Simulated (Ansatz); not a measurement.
Two shapes of singlet HClO.

Shape 1:

```xyz
3

O     0.0000    0.7716   -0.6580
H     0.0000    1.4671   -0.1009
Cl    0.0000   -0.4494    0.3156
```

Shape 2:

```xyz
3

O     0.0000    0.9058   -0.7725
H     0.0000    1.7222   -0.1184
Cl    0.0000   -0.5276    0.3705
```

Basis set: def2-TZVP (spherical functions). Left uncorrelated: 6 orbitals. Charge 0, multiplicity 1.

Computed with Ansatz (development build ahead of 0.2.0); each method stands on the lowest determinant of its kind that the runs found.

**Question.** Which shape is lower in energy, and by how much in each method?

**Answer.**

| method | E(2) − E(1) (eV) |
| --- | --- |
| RHF | 0.386 |
| RHF-MP2 | -0.124 |

The methods disagree on the order.
